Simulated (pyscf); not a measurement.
Four-centre exchange: HO–B(Cl)–Cl + SiH₄ → H₃Si–O–B(Cl)–Cl + H₂

Gas phase, singlet surface, charge 0. Bonds broken: O1–H5, Si6–H7. Bonds formed: O1–Si6, H5–H7. PySCF, gas phase, ωB97X-D3(BJ)/def2-SVP geometries.

Transition state (Å):

```xyz
10

O     -0.7254    -0.5623    -0.1163
B     -1.7807    -1.1819     0.4114
Cl    -1.7849    -2.9222     0.6857
Cl    -3.2097    -0.2378     0.8467
H      0.4455    -0.4894    -0.6148
Si    -0.1403     1.3011    -0.6544
H      1.0835     0.1283    -0.9791
H      0.8702     2.2488    -1.2377
H     -0.3022     1.7503     0.7493
H     -1.2987     1.3863    -1.5761
```

One imaginary mode, 1282i cm⁻¹; descent along it reached the two sides named.

```json
[
 {"bond": "O1–H5", "change": "breaks", "reactant side (Å)": "0.965", "saddle": "1.275", "product side": "2.6"},
 {"bond": "Si6–H7", "change": "breaks", "reactant side (Å)": "1.491", "saddle": "1.726", "product side": "4.1"},
 {"bond": "O1–Si6", "change": "forms", "reactant side (Å)": "3.1", "saddle": "2.026", "product side": "1.699"},
 {"bond": "H5–H7", "change": "forms", "reactant side (Å)": "3.2", "saddle": "0.960", "product side": "0.761"}
]
```

Electronic energies relative to the separated reactants (kJ/mol):

| level | barrier | reaction energy | reverse barrier |
|---|---|---|---|
| ωB97X-D3(BJ)/def2-TZVP | 173.9 | -70.6 | 244.5 |
| PBE/def2-TZVP | 156.0 | -52.8 | 208.8 |
| r²SCAN/def2-TZVP | 161.8 | -66.5 | 228.3 |
| B3LYP-D3(BJ)/def2-TZVP | 169.1 | -69.0 | 238.0 |
| PBE0-D3(BJ)/def2-TZVP | 164.5 | -58.8 | 223.3 |
| M06-2X/def2-TZVP | 173.3 | -78.8 | 252.1 |
| ωB97M-D3(BJ)/def2-TZVP | 174.6 | -63.8 | 238.4 |
| HF/def2-TZVP | 252.6 | -58.3 | 310.9 |

With ωB97M-D3(BJ)/def2-TZVP energies and thermal terms (ideal gas, 1 atm, RRHO with modes under 100 cm⁻¹ raised to 100, one conformer, R ln 2 for chiral ones without a mode under 150 cm⁻¹), in kJ/mol:

```
T (K)    ΔH‡    ΔG‡     ΔH     ΔG
-----  -----  -----  -----  -----
298    166.1  205.0  -74.6  -69.1
600    168.0  243.8  -69.3  -65.8
900    171.0  281.1  -65.5  -64.9
1200   174.6  317.2  -62.6  -65.2
```

One saddle was located; it need not be the lowest between these sides.
